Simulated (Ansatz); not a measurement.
# BH6NO: the cost of one run

All numbers below are computed with Ansatz 0.2.0 (RKS B3LYP/def2-SVP).

## 1. Starting point

Bond lengths: N2–H3 1.060 Å, N2–H4 1.060 Å, B1–H5 1.190 Å, B1–H6 1.190 Å, B1–O7 1.710 Å, O7–H8 1.010 Å, N2–H9 1.135 Å. Angles: H3–N2–H4 120.0°, H3–N2–H9 106.4°, H4–N2–H9 90.3°, H5–B1–H6 120.0°, H5–B1–O7 105.4°, H6–B1–O7 92.8°, B1–O7–H8 109.5°.

Structure file:

```xyz
9

B     0.0000    0.0000    0.0000
N     0.0000    0.0000    1.9000
H    -0.8770   -0.2713    2.4300
H     0.8770    0.2713    2.4300
H     1.0305    0.0000   -0.5950
H    -1.0305    0.0000   -0.5950
O    -0.2139    1.6086    0.5392
H    -1.1525    1.9139    0.3252
H    -0.1432    1.0772    1.5734
```

## 2. Pulling towards end A

Springs on the bonds that form and break draw the guess towards this end; the thresholds are loose.

The input, input.yaml:

```yaml
crystal:
  periodic: [false, false, false]
  atoms:
    - { symbol: B, position_ang: [0.0, 0.0, 0.0] }
    - { symbol: "N", position_ang: [0.0, 0.0, 1.9] }
    - { symbol: H, position_ang: [-0.877, -0.2713, 2.43] }
    - { symbol: H, position_ang: [0.877, 0.2713, 2.43] }
    - { symbol: H, position_ang: [1.0305, 0.0, -0.595] }
    - { symbol: H, position_ang: [-1.0305, 0.0, -0.595] }
    - { symbol: O, position_ang: [-0.2139, 1.6086, 0.5392] }
    - { symbol: H, position_ang: [-1.1525, 1.9139, 0.3252] }
    - { symbol: H, position_ang: [-0.1432, 1.0772, 1.5734] }
basis:
  gaussian: { orbitals: def2-SVP }
hamiltonian:
  xc: b3lyp
relax:
  f_tol: 0.15
  max_steps: 25
  restrain:
    - { distance: [0, 6], at: 2.61, k: 30.0 }
    - { distance: [8, 1], at: 2.26, k: 30.0 }
    - { distance: [0, 1], at: 1.55, k: 30.0 }
    - { distance: [8, 6], at: 1.01, k: 30.0 }
output:
  orbitals: {}
```

Launch:

```
$ ansatz run input.yaml --threads 1 --pin off --max-ram 2048MiB --backend cpu --events-out ev --progress --plain --runs-dir out
```

Q: Estimate wall time and peak memory on 1 thread of Arm Neoverse V1, shared host.

About 24 s, with a peak of 0.14 GiB.
